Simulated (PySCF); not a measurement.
Compound: C5H8 (charge +1 and doublet state).
Cartesian coordinates in Å at the GFN2-xTB level; atoms count from 1:
```
atom  x, y, z in Å
C1     1.875    0.469    0.513
C2     0.898   -0.439    0.352
C3     0.098   -0.567   -0.910
C4    -0.896    0.423   -0.379
C5    -1.969    0.069    0.347
H6     2.574    0.394    1.334
H7     2.046    1.279   -0.182
H8     0.659   -1.148    1.134
H9     0.615   -0.213   -1.797
H10   -0.308   -1.564   -1.056
H11   -0.714    1.457   -0.642
H12   -2.775    0.766    0.522
H13   -2.109   -0.926    0.746
```

The hyperfine couplings belong to this conformer and change with its torsions.

As a line formula: `[CH2][CH+]CC=C` [radical] (charge +1).

Theory: UKS B3LYP, pcH-1 on C H, non-relativistic, mean-field spin-orbit, GIAO (PySCF). Isolated species at its GFN2-xTB geometry (one conformer only). Couplings are sensitive to structure, and on GFN2-xTB geometries they can be far from those on DFT ones, by a factor of two or more for some ions and for spin on atoms past the first row. The frame is twisted about the C1–C2 bond at this geometry (dihedral H7–C1–C2–C3 = 11°); couplings at other torsion angles weren't computed. No stability test was run, so a lower SCF solution isn't excluded.

**Question.** Break the g tensor into its mass correction, gauge correction and orbital-Zeeman/spin–orbit terms.

**Answer.** 
```
                    Δg (ppm)     1     2     3
relativistic mass correction  -150  -150  -150
            gauge correction    50    11    25
   orbital Zeeman/spin–orbit    38   134   521
                       total   -62    -5   396
```

So g = 2.00226, 2.00231, 2.00272 and g_iso = 2.00243; the tensor is close to axial: the two nearest values differ by 12 % of g3 − g1. 

**Question.** How much does each term add to the isotropic shift?

**Answer.** The orbital-Zeeman/spin–orbit term 231, the mass correction -150 and the gauge correction 28 ppm, for a total of 110 ppm. The orbital-Zeeman/spin–orbit term is the largest in size. The mass correction is the same along every axis, so the anisotropy comes from the other two: their spans along these axes are 39 (gauge) and 483 ppm (orbital Zeeman/spin–orbit).

**Question.** What effective moment and Curie constant follow for a powder?

**Answer.** With the mean of g² = 4.0097 and S(S+1) = 0.75: μ_eff = √(⟨g²⟩S(S+1)) = 1.734 μB and χT = 0.12505·⟨g²⟩·S(S+1) = 0.376 cm³ K/mol (cgs; spin-Hamiltonian part alone).

**Question.** In a frozen sample, at which fields do the three g values resonate at 9.5, 34, 94 and 263 GHz (hyperfine left aside), and which band first spreads them over more than twice a line width of 1.0 mT?

**Answer.** 
```json
{"band": "X", "GHz": "9.5", "B(g3) mT": "338.92", "B(g2) mT": "338.98", "B(g1) mT": "338.99", "spread mT": "0.08"}
{"band": "Q", "GHz": "34.0", "B(g3) mT": "1212.96", "B(g2) mT": "1213.21", "B(g1) mT": "1213.24", "spread mT": "0.28"}
{"band": "W", "GHz": "94.0", "B(g3) mT": "3353.49", "B(g2) mT": "3354.16", "B(g1) mT": "3354.26", "spread mT": "0.77"}
{"band": "J", "GHz": "263.0", "B(g3) mT": "9382.64", "B(g2) mT": "9384.52", "B(g1) mT": "9384.78", "spread mT": "2.14"}
```

The spread grows in proportion to the frequency. J band is the first where it exceeds 2.0 mT.

The largest Mulliken spin populations are on C1 (+0.45) and C5 (+0.45).

The HOMO–LUMO gaps are 5.88 eV among the α and 3.42 eV among the β orbitals.

The run took 18 s (grids of density and orbitals included) on one thread, Intel Xeon 6975P-C (x86_64), shared host, and the process peaked at 0.73 GiB of memory.
